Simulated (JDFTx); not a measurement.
Input for a modified build of JDFTx: trimethylamine, C3H9N (SMILES CN(C)C), charge 0, multiplicity 1, vacuum; lengths in bohr, energies in hartree.

```
lattice \
  21.7318504332 0.0000000000 0.0000000000 \
  0.0000000000 22.2042819644 0.0000000000 \
  0.0000000000 0.0000000000 17.4799666528
coords-type Cartesian
ion C -1.1262617058 -2.3656449503 -0.6248384404 0
ion N -0.1259624148 0.0423891906 -1.4496496036 0
ion C 2.4595730671 0.3801107218 -0.6248742044 0
ion C -1.7112643701 2.1124406080 -0.6249531920 0
ion H -1.2068512831 -2.5373487403 1.4496496036 0
ion H 0.0603985240 -3.8767921963 -1.3620054212 0
ion H -3.0282018405 -2.5987065523 -1.3760100127 0
ion H 2.6479935318 0.4011464859 1.4496455882 0
ion H 3.1765250864 2.1612449312 -1.3658202846 0
ion H 3.6122136515 -1.1526249599 -1.3718978194 0
ion H -1.8244389435 2.2646949513 1.4495676841 0
ion H -0.9590689036 3.8767921963 -1.3711601546 0
ion H -3.6122136515 1.8437244304 -1.3666833232 0
ion-species pseudo/c_pbe_v1.2.upf
ion-species pseudo/n_pbe_v1.2.upf
ion-species pseudo/h_pbe_v1.4.upf
elec-cutoff 20 100
elec-ex-corr gga-PBE
symmetries none
coulomb-interaction Isolated
coulomb-truncation-embed 0 0 0
elec-n-bands 16
converge-empty-states yes
electronic-scf nIterations 100 energyDiffThreshold 1e-8
dump-name s0.$VAR
dump End State Ecomponents EigStats BandEigs Forces ElecDensity IonicPositions
```

The minimisation and the closing blocks of the log:

```
Will mix electronic density at each iteration.
SCF: Cycle:  0   Etot: -32.332840142898618   dEtot: -4.077e-01   |Residual|: 3.452e-01   |deigs|: 5.057e-02
SCF: Cycle:  1   Etot: -32.404428860841492   dEtot: -7.159e-02   |Residual|: 1.918e-01   |deigs|: 4.223e-02
SCF: Cycle:  2   Etot: -32.426426409354136   dEtot: -2.200e-02   |Residual|: 5.513e-02   |deigs|: 4.019e-02
SCF: Cycle:  3   Etot: -32.426849198712056   dEtot: -4.228e-04   |Residual|: 1.927e-02   |deigs|: 5.169e-03
SCF: Cycle:  4   Etot: -32.427472787332391   dEtot: -6.236e-04   |Residual|: 1.395e-02   |deigs|: 1.013e-02
SCF: Cycle:  5   Etot: -32.427680800817114   dEtot: -2.080e-04   |Residual|: 1.469e-02   |deigs|: 7.031e-03
SCF: Cycle:  6   Etot: -32.427692522103690   dEtot: -1.172e-05   |Residual|: 6.314e-03   |deigs|: 2.370e-03
SCF: Cycle:  7   Etot: -32.427734260044659   dEtot: -4.174e-05   |Residual|: 3.647e-03   |deigs|: 6.331e-03
SCF: Cycle:  8   Etot: -32.427759476457595   dEtot: -2.522e-05   |Residual|: 3.421e-03   |deigs|: 2.110e-03
SCF: Cycle:  9   Etot: -32.427785418353977   dEtot: -2.594e-05   |Residual|: 1.985e-03   |deigs|: 1.193e-03
SCF: Cycle: 10   Etot: -32.427797042997113   dEtot: -1.162e-05   |Residual|: 1.325e-03   |deigs|: 5.781e-04
SCF: Cycle: 11   Etot: -32.427802194183172   dEtot: -5.151e-06   |Residual|: 9.521e-04   |deigs|: 8.204e-04
SCF: Cycle: 12   Etot: -32.427806069829941   dEtot: -3.876e-06   |Residual|: 5.464e-04   |deigs|: 4.107e-04
SCF: Cycle: 13   Etot: -32.427807179722159   dEtot: -1.110e-06   |Residual|: 4.217e-04   |deigs|: 4.520e-04
SCF: Cycle: 14   Etot: -32.427807506612702   dEtot: -3.269e-07   |Residual|: 5.136e-04   |deigs|: 1.975e-04
SCF: Cycle: 15   Etot: -32.427807682377015   dEtot: -1.758e-07   |Residual|: 3.224e-04   |deigs|: 2.273e-04
SCF: Cycle: 16   Etot: -32.427807705080724   dEtot: -2.270e-08   |Residual|: 3.201e-04   |deigs|: 3.051e-04
SCF: Cycle: 17   Etot: -32.427807792341255   dEtot: -8.726e-08   |Residual|: 9.047e-05   |deigs|: 7.595e-05
SCF: Cycle: 18   Etot: -32.427807831396848   dEtot: -3.906e-08   |Residual|: 5.102e-05   |deigs|: 3.728e-05
SCF: Cycle: 19   Etot: -32.427807843766189   dEtot: -1.237e-08   |Residual|: 3.333e-05   |deigs|: 8.534e-05
SCF: Cycle: 20   Etot: -32.427807863524464   dEtot: -1.976e-08   |Residual|: 3.117e-05   |deigs|: 6.030e-05
SCF: Cycle: 21   Etot: -32.427807868845200   dEtot: -5.321e-09   |Residual|: 1.488e-05   |deigs|: 7.651e-05
SCF: Cycle: 22   Etot: -32.427807877105735   dEtot: -8.261e-09   |Residual|: 1.294e-05   |deigs|: 3.048e-04
SCF: Converged (|Delta E|<1.000000e-08 for 2 iters).
Converging empty states (this may take a while): |deigs|: 3.928e-04

# Ionic positions in cartesian coordinates:
ion C  -1.126261705800000  -2.365644950300000  -0.624838440400000 0
ion C   2.459573067100000   0.380110721800000  -0.624874204400000 0
ion C  -1.711264370100000   2.112440608000000  -0.624953192000000 0
ion N  -0.125962414800000   0.042389190600000  -1.449649603600000 0
ion H  -1.206851283100000  -2.537348740300000   1.449649603600000 0
ion H   0.060398524000000  -3.876792196299999  -1.362005421200000 0
ion H  -3.028201840500000  -2.598706552299999  -1.376010012700000 0
ion H   2.647993531800000   0.401146485900000   1.449645588200000 0
ion H   3.176525086399999   2.161244931200000  -1.365820284600000 0
ion H   3.612213651500000  -1.152624959900000  -1.371897819400000 0
ion H  -1.824438943500000   2.264694951300000   1.449567684100000 0
ion H  -0.959068903600000   3.876792196299999  -1.371160154600000 0
ion H  -3.612213651500000   1.843724430400000  -1.366683323200000 0

# Forces in Cartesian coordinates:
force C   0.002020759678753   0.005042895620937  -0.003924019382973 0
force C  -0.005336546677131  -0.000692280706828  -0.003872956240157 0
force C   0.003250515526115  -0.004244423341321  -0.003903497575683 0
force N   0.000087319788645   0.000019693505150  -0.001544956932320 0
force H  -0.000578559118214  -0.001390959125013   0.009020998720118 0
force H   0.004132704068428  -0.007709106211431  -0.002290768289331 0
force H  -0.008326996547674  -0.002524882834207  -0.002301952507620 0
force H   0.001497554894418   0.000190682814356   0.009018958882159 0
force H   0.004596708182838   0.007419574553651  -0.002296369686658 0
force H   0.006307425916259  -0.005968948932734  -0.002306097731700 0
force H  -0.000912346640955   0.001186324882538   0.009019890299580 0
force H   0.001994327470380   0.008489620128008  -0.002309816591961 0
force H  -0.008672865645949   0.000266890426345  -0.002291700497195 0

# Energy components:
   Eewald =       81.8500898847611325
       EH =      105.9577956590082124
     Eloc =     -232.5319011472365389
      Enl =        3.6545552933365828
      Exc =      -11.4045397950809146
 Exc_core =        0.1896386376601842
       KE =       19.8565535904456070
-------------------------------------
     Etot =      -32.4278078771057352


	eMin: -0.847878 at state 0 ( [ +0.000000 +0.000000 +0.000000 ] spin 0 )
	HOMO: -0.178802 at state 0 ( [ +0.000000 +0.000000 +0.000000 ] spin 0 )
```

The run took 23 electronic cycles; the highest occupied level lies at -4.87 eV from the vacuum level.
